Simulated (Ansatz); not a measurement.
# C3HFO: up Jacob's ladder to CCSD(T)

An exercise on one series of results from a longer session: the logs are not shown, and one member is left open.

The runs use Ansatz 0.2.0, Gaussian basis; functionals in def2-TZVPP, the program's frozen cores in correlated methods.

Plan: LDA (SPW92), PBE-D4, revPBE-D4, BLYP-D4, r2SCAN-D4, B97M-V, PBE0-D4, B3LYP-D4, r2SCANh-D4, r2SCAN0-D4, HSE06-D4, BHLYP-D4, CAM-B3LYP-D4, LC-ωPBE, ωB97X-V, ωB97M-V, B2PLYP, PBE-QIDH; CCSD(T)/def2-SVP; CCSD(T)/def2-TZVPP; MP2/def2-QZVPP; extrapolation to the limit; RPA on PBE.

## The geometry

An earlier PBE0-D4 in a triple-zeta def2 set relaxation fixed the geometry.

SMILES `O=CC#CF`, 6 atoms, charge 0, spin multiplicity 1.

Atoms are counted from 1 here; the program's logs count them from 0.

Bond lengths: O1–C2 1.202 Å, C2–C3 1.443 Å, C2–H6 1.106 Å, C3–C4 1.198 Å, C4–F5 1.263 Å. Angles: O1–C2–C3 124.0°, O1–C2–H6 121.7°, C3–C2–H6 114.3°, C2–C3–C4 177.3°, C3–C4–F5 178.9°.

The first run:

Contents of in.yaml:

```yaml
crystal:
  periodic: [false, false, false]
  atoms:
    - {symbol: O, position_ang: [0.450753, -1.591326, 1.275354]}
    - {symbol: C, position_ang: [-0.001665, -0.507060, 1.021760]}
    - {symbol: C, position_ang: [0.025085, 0.092351, -0.290069]}
    - {symbol: C, position_ang: [0.021006, 0.635091, -1.358098]}
    - {symbol: F, position_ang: [0.027537, 1.188941, -2.493224]}
    - {symbol: H, position_ang: [-0.480515, 0.118102, 1.798076]}
basis:
  gaussian: {orbitals: def2-TZVPP}
hamiltonian: {xc: lda}
output: {orbitals: {seedname: orbitals}}
```

Launch:

```
$ ansatz run in.yaml --threads 2 --pin off --events-out ev --progress --plain --max-ram 4352MiB
```

Steps of the session up to this table: LDA; PBE-D4 (GGA); revPBE-D4 (GGA); BLYP-D4 (GGA); r2SCAN-D4 (meta-GGA); B97M-V (meta-GGA); B3LYP-D4 (hybrid); r2SCANh-D4 (hybrid); r2SCAN0-D4 (hybrid); HSE06-D4 (hybrid); BHLYP-D4 (hybrid); CAM-B3LYP-D4 (range-separated); LC-ωPBE (range-separated); ωB97X-V (range-separated); ωB97M-V (range-separated); B2PLYP (double hybrid); PBE-QIDH (double hybrid).

One table of the session follows, with a row left open; its other results are not shown here.

It belongs to the step «Frontier levels by functional». 

```
  functional  HOMO (eV)  LUMO (eV)  gap (eV)
 LDA (SPW92)      -6.54      -3.24      3.30
      PBE-D4      -6.40      -2.95      3.45
   revPBE-D4      -6.34      -2.85      3.49
     BLYP-D4      -6.33      -2.82      3.51
   r2SCAN-D4      -6.78      -2.79      3.99
      B97M-V      -6.94      -2.63      4.31
     PBE0-D4      -8.19      -1.95      6.23
    B3LYP-D4      -7.92      -2.20      5.73
  r2SCANh-D4      -7.44      -2.42      5.02
  r2SCAN0-D4          ?          ?         ?
    HSE06-D4      -7.78      -2.34      5.44
    BHLYP-D4      -9.94      -0.81      9.13
CAM-B3LYP-D4      -9.72      -0.80      8.92
     LC-ωPBE     -11.05       0.40     11.45
     ωB97X-V     -10.72       0.37     11.09
     ωB97M-V     -10.67       0.32     10.98
```

Estimate the missing values for r2SCAN0-D4.

Worked estimate for «HOMO (eV)». Against the share of exact exchange, r2SCAN-D4 (0, -6.78), r2SCANh-D4 (0.1, -7.44) give a slope of -6.60 per unit share; at 0.25 the line stands at -8.43.

**Answer.** HOMO (eV): -8.45; LUMO (eV): -1.86; gap (eV): 6.59. In «HOMO (eV)» the line misses by +0.02.
